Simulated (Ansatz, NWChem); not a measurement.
# How basis sets differ on C3H6O2 (methyl acetate)

C3H6O2 has 11 atoms, charge 0, and is taken as a singlet. As SMILES, `COC(C)=O`. Geometry: relaxed at PBE0-D4/def2-TZVP. This is one conformer, not always the lowest.

Each level gives the atomisation enthalpy at 298 K (kJ/mol). The values are calculated. The thermal term (zero-point and 298 K enthalpy, harmonic and unscaled) is that of PBE0-D4/def2-TZVP; the spin-orbit lowering of the free atoms at 298 K, 0.9 kJ/mol by their spectra, is taken off.

**The experiment to reproduce.** CRC Handbook of Chemistry and Physics gives the atomisation enthalpy at 298 K of the gas as 4370 kJ/mol.

```
                           level             kind  program  value (kJ/mol)  computed − measured
                     TPSSh/MIDI!  hybrid meta-GGA   NWChem            4237                 -133
                      TPSSh/MINI  hybrid meta-GGA   NWChem            3070                -1300
TPSSh/SBKJC-VDZ (core potential)  hybrid meta-GGA   NWChem            3901                 -469
                   TPSSh/LANL2DZ  hybrid meta-GGA   NWChem            4096                 -274
               TPSSh/DGauss-DZVP  hybrid meta-GGA   NWChem            4315                  -55
                 TPSSh/jorge-DZP  hybrid meta-GGA   NWChem            4269                 -101
```

Nearest: TPSSh/DGauss-DZVP (-55 kJ/mol); farthest: TPSSh/MINI (-1300 kJ/mol). Without the sets that lack polarisation functions the rows with a basis span only 4237 to 4315 kJ/mol.
